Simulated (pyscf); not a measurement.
PySCF, gas phase, ωB97X-D3(BJ)/def2-SVP geometries.

Task: What is the homolytic dissociation enthalpy (298 K, ωB97M-D3(BJ)/def2-TZVP) of the Cl–Si bond of Cl–SiH₂–Si(Cl)(Cl)–Cl, to Cl• + •H₂Si–Si(Cl)(Cl)–Cl?

Result: Cl–Si to Cl• + •H₂Si–Si(Cl)(Cl)–Cl: 4.61 eV. The 7 functionals that were run give +4.43 (B3LYP-D3(BJ)) to +4.68 eV (ωB97X-D3(BJ)). Other isomers of •H₂Si–Si(Cl)(Cl)–Cl were not searched in full and may lie lower. Left out: the spin-orbit lowering of Cl.
